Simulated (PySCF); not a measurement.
Molecule: SMILES CC#CCS, C$_{4}$H$_{6}$S.

Bonds (- single, = double, # triple, : aromatic): C1-C2 1.454 Å, C2#C3 1.213 Å, C3-C4 1.451 Å, C4-S5 1.832 Å. C1 carries H6, H7, H8; C4 carries H9, H10; S5 carries H11.

Geometry PBE0-D3(BJ)/def2-SVP throughout; GIAO in PySCF, gas phase, one conformer, non-relativistic; equivalent atoms averaged; functional PBE0.

For orientation, 6-31G gives these shifts δ (against TMS, CS2 at the same level): C2 78.6, C3 75.9, C4 18.3, C1 6.2, S5 -60.2, H9/H10 3.13, H6/H7/H8 1.83, H11 1.12 ppm.

A run gave: C2 87.3, C3 85.3, C4 19.2, C1 4.5, S5 -34.5, H9/H10 3.15, H6/H7/H8 1.86, H11 1.97 ppm (shifts δ (against TMS, CS2 at the same level)).

Q: Which basis set was used in that run?
A. pcSseg-2
B. def2-SVP
C. def2-TZVP
D. STO-3G
E. cc-pVTZ

A: A. C2 tells them apart best: pcSseg-2 gives 87.3, def2-SVP gives 79.2, def2-TZVP gives 84.1, cc-pVTZ gives 83.6, STO-3G gives 67.9 ppm.
